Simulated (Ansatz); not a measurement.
AlH$_{2}$⁻, singlet in 6-31++G**: errors against full CI

Geometry: displaced at random from a stationary point.

```xyz
3

Al   -0.0016   -0.0820    0.0023
H    -0.0024    1.0677   -1.2418
H     0.0455    1.1270    1.1814
```

Basis 6-31++G** (Cartesian d functions); Ansatz 0.2.0. Only valence electrons are correlated (noble-gas cores frozen), which leaves 6 electrons in 30 orbitals. Prefix R: restricted or restricted open-shell reference; prefix U: unrestricted. Active spaces: valence = (6e, 6o) chosen from the atoms' valence shells.

Full CI is exact within this basis and frozen core; it isn't the basis-set limit. The frozen core follows each run's orbitals, which can shift R against U totals by a few meV.

```
UHF ⟨S²⟩                          : 0.337
T1 diagnostic (RCCSD)             : 0.0168
largest doubles amplitude (RCCSD) : 0.067
```

```csv
level,E − E(full CI) (meV),share of correlation (%),wall time
RHF,2592,0.00,–
RMP2,675,73.98,–
CISD,178,93.14,0.27 s
RCCSD,66,97.44,–
RCCSD(T),17,99.35,0.3 s
BCCD(T),17,99.36,0.21 s
RCCSDT,2,99.91,–
RCCSDT(Q),1,99.98,0.66 s
RCCSDTQ,0,100.00,8.5 s
CASSCF (valence space),1502,42.05,–
NEVPT2 (valence space),540,79.18,0.3 s
MRCISD (valence space),83,96.78,–
MRCISD+Q (valence space),25,99.05,0.57 s
```

The correlation energy at full CI, counted from RHF, is -2.592 eV. That run took 25 s on 1 thread of Intel Xeon 6975P-C, shared host over 8,342,152 determinants.

Run but not shown, since their state or frozen core can't be matched to the reference's or they repeat it: UHF.

Times hold each run's SCF and search for its determinant on a shared host, so for small cases they say little of a method's own cost; they ran on 1 thread of Intel Xeon 6975P-C.

The full-CI state has the irrep A' of Cs, in the program's axes.

Natural occupations of full CI about the gap: 1.963 1.953 1.889 0.058 0.040 0.026 0.021 0.013 0.010 0.006; effectively unpaired electrons, Σ n²(2−n)², 0.08.
